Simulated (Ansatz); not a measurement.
hcp Co, treated with BLYP in Ansatz (plane waves, PAW).

Settings: plane-wave cutoff 520 eV, 30×30×16 k mesh (along the axes of the cell as run), Fermi–Dirac smearing 0.039 eV (set by the program), spin-polarised with parallel moments, scalar-relativistic PAW data made under PBE.

Computed at the level's own relaxed cell.

Hill averages of the elastic tensor: K = 183.7 GPa, G = 85.8 GPa. Volume 11.353 Å³/atom, mean atomic mass 58.933 u.

Work out the density, the sound velocities of a polycrystal and the elastic Debye temperature, and Pugh's ratio at this level.

ρ = 1.66054 × 58.933/11.353 = 8.620 g/cm³. v_l = √[(K + 4G/3)/ρ] = 5.881 km/s and v_t = √(G/ρ) = 3.155 km/s. The mean follows from 3/v_m³ = 1/v_l³ + 2/v_t³: v_m = 3.523 km/s. Θ_D = (ħ/k_B) v_m (6π²/V)^(1/3) = 76.38 K Å s/km × 3.523 × 1.7343 Å⁻¹ = 467 K, counting all atoms of the cell. K/G = 2.14, to be set beside Pugh's rough bound of 1.75 between brittle and ductile metals.

Ansatz is a program for electronic structure.
